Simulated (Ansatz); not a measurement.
**C₃H₇ClO: small, medium and large basis sets**

One table from this session's results is given with a row withheld; the runs are named, their logs left out.

The runs use Ansatz 0.2.0, Gaussian basis; one geometry, several basis sets.

Levels to be run: PBE0-D4/def2-SVP; ωB97M-V/def2-SVP; PBE0-D4/def2-QZVPP; ωB97M-V/def2-QZVPP; the functionals' def2-TZVPP values are taken from earlier runs.

### Structure used throughout

The geometry comes from an earlier relaxation with PBE0-D4 in a triple-zeta def2 set; it is a stationary point, not always the lowest conformer.

SMILES `CCC(O)Cl`, 12 atoms, charge 0, spin multiplicity 1.

Atoms are counted from 1 here; the program's logs count them from 0.

Bond lengths: C1–C2 1.516 Å, C1–H6 1.091 Å, C1–H7 1.091 Å, C1–H8 1.093 Å, C2–C3 1.506 Å, C2–H9 1.095 Å, C2–H10 1.093 Å, C3–O4 1.376 Å, C3–Cl5 1.827 Å, C3–H11 1.094 Å, O4–H12 0.962 Å. Angles: C2–C1–H6 110.5°, C2–C1–H7 111.2°, C2–C1–H8 111.3°, H6–C1–H7 108.1°, H6–C1–H8 107.6°, H7–C1–H8 107.9°, C1–C2–C3 114.0°, C1–C2–H9 110.4°, C1–C2–H10 111.3°, C3–C2–H9 105.9°, C3–C2–H10 107.9°, H9–C2–H10 106.9°, C2–C3–O4 108.9°, C2–C3–Cl5 110.4°, C2–C3–H11 111.8°, O4–C3–Cl5 110.3°, O4–C3–H11 112.4°, Cl5–C3–H11 102.9° and more.

Set-up of the first run:

Input file in.yaml:

```yaml
crystal:
  periodic: [false, false, false]
  atoms:
    - {symbol: C, position_ang: [-0.957635, 1.224264, 0.163017]}
    - {symbol: C, position_ang: [0.386338, 0.523726, 0.175749]}
    - {symbol: C, position_ang: [0.309879, -0.955976, -0.096229]}
    - {symbol: O, position_ang: [1.566520, -1.500433, 0.040151]}
    - {symbol: Cl, position_ang: [-0.334222, -1.261253, -1.778638]}
    - {symbol: H, position_ang: [-0.840495, 2.278691, 0.418623]}
    - {symbol: H, position_ang: [-1.425451, 1.164046, -0.820793]}
    - {symbol: H, position_ang: [-1.644150, 0.781438, 0.889874]}
    - {symbol: H, position_ang: [0.860462, 0.623719, 1.157943]}
    - {symbol: H, position_ang: [1.070183, 0.964982, -0.554101]}
    - {symbol: H, position_ang: [-0.430417, -1.448337, 0.542031]}
    - {symbol: H, position_ang: [1.515989, -2.450166, -0.103625]}
basis:
  gaussian: {orbitals: def2-SVP}
hamiltonian: {xc: pbe0, dispersion: d4}
output: {orbitals: {seedname: orbitals}}
```

Among the steps run: PBE0-D4 in def2-SVP; ωB97M-V in def2-SVP; PBE0-D4 in def2-QZVPP; ωB97M-V in def2-QZVPP.

One of the session's tables, all rows but one given; the rest of the session is left out.

It belongs to the step «Functionals by basis». 

| functional | basis | HOMO (eV) | LUMO (eV) |
| --- | --- | --- | --- |
| PBE0-D4 | def2-SVP | -8.11 | 1.20 |
| PBE0-D4 | def2-TZVPP | -8.31 | 0.68 |
| PBE0-D4 | def2-QZVPP | ? | ? |
| ωB97M-V | def2-SVP | -10.42 | 3.11 |
| ωB97M-V | def2-TZVPP | -10.65 | 2.34 |
| ωB97M-V | def2-QZVPP | -10.70 | 1.67 |

Q: Estimate the row for PBE0-D4, def2-QZVPP from the others.

As computed: HOMO (eV): -8.35; LUMO (eV): 0.35. In the column «HOMO (eV)» it lies between ωB97M-V, def2-SVP (-10.42) and PBE0-D4, def2-TZVPP (-8.31).
